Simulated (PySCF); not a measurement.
These 2 structures share the formula [C3H3F2S]- (charge -1). Method used: PBE0-D3(BJ)/def2-SVP geometry optimisation, gas phase in PySCF. One conformer each; no zero-point energy, no entropy. No frequencies were run at this level. Point groups hold within 0.08 Å.

Question: Order them by energy at this level, lowest first, and give relative energies in kcal/mol.
A. `[CH2:1]=[C:2]([S-:3])[CH:4]([F:5])[F:6]` (charge -1) with C1–C2–C4–F5 102°
B. `[F:1][CH:2]([F:3])/[CH:4]=[CH:5]\[S-:6]` (charge -1) with F1–C2–C4–C5 -121°

Answer: B (0.0), A (5.1).

```
        SMILES      E (Eh)  E rel (kcal/mol)  dipole about centre of mass (D)  point group     A, B, C (MHz)
FC(F)/C=C\[S-]  -713.20284               0.0                             3.68           Cs  5985, 1377, 1357
C=C([S-])C(F)F  -713.19473               5.1                             4.18           C1  4622, 2085, 1625
```

How do the relative energies change in single points at PBE0/pcSseg-1 (no added dispersion term) on the same geometries?

```json
{"SMILES": "FC(F)/C=C\\[S-]", "PBE0-D3(BJ)/def2-SVP (kcal/mol)": "0.0", "PBE0/pcSseg-1 (kcal/mol)": "0.0", "shift": "0.0"}
{"SMILES": "C=C([S-])C(F)F", "PBE0-D3(BJ)/def2-SVP (kcal/mol)": "5.1", "PBE0/pcSseg-1 (kcal/mol)": "5.0", "shift": "-0.1"}
```

Each column counts from its own lowest isomer. The order is unchanged; the largest shift is 0.1 kcal/mol.
